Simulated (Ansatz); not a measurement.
# CCSD(T) against full CI for several species

Each species is computed at the geometry given (Å), with frozen cores, in Ansatz 0.2.0: RHF-CCSD(T) for singlets, UHF-CCSD(T) otherwise, and full CI in the same basis. The program picks the determinant by trial CCSD, so it needn't be the lowest Hartree–Fock solution. States: OH⁺ Σ⁻ or Δ, NO Σ⁻ or Δ, NH Σ⁻ or Δ. Cases whose determinant has another symmetry than full CI's state, or whose (Q) step broke down, weren't drawn.

**Question.** Judging by size, spin and bonding and the diagnostics given, rank them by the size of CCSD(T)'s error in total energy against full CI in the same basis, smallest first (an estimate).
A. NH, triplet, aug-cc-pVDZ: N 0.000 0.000 0.000; H 0.000 0.000 1.039. T1 0.012, (T) -67 meV in a correlation energy of -3.64 eV
B. NO, quartet, 6-31G: N 0.000 0.000 0.000; O 0.000 0.000 1.140. T1 0.023, (T) -107 meV in a correlation energy of -4.99 eV
C. OH⁺, triplet, aug-cc-pVDZ: O 0.000 0.000 0.000; H 0.000 0.000 1.037. T1 0.010, (T) -49 meV in a correlation energy of -3.61 eV

**Answer.** C (7.2 meV), A (13.9 meV), B (33.0 meV).

| species | basis | correlated electrons | CCSD(T) − full CI (meV) | CCSDT(Q) − full CI (meV) | unpaired electrons (full CI) | T1 | ⟨S²⟩ of the determinant |
| --- | --- | --- | --- | --- | --- | --- | --- |
| OH⁺, triplet | aug-cc-pVDZ | 6 | 7.2 | -2.4 | 2.01 | 0.010 | 2.01 |
| NH, triplet | aug-cc-pVDZ | 6 | 13.9 | -1.5 | 2.02 | 0.012 | 2.02 |
| NO, quartet | 6-31G | 11 | 33.0 | -1.5 | 3.02 | 0.023 | 3.78 |

Unpaired electrons are Σ n²(2−n)² over natural occupations; an open shell counts its own unpaired electrons too. Frozen cores follow each run's orbitals, which moves totals by a few meV.
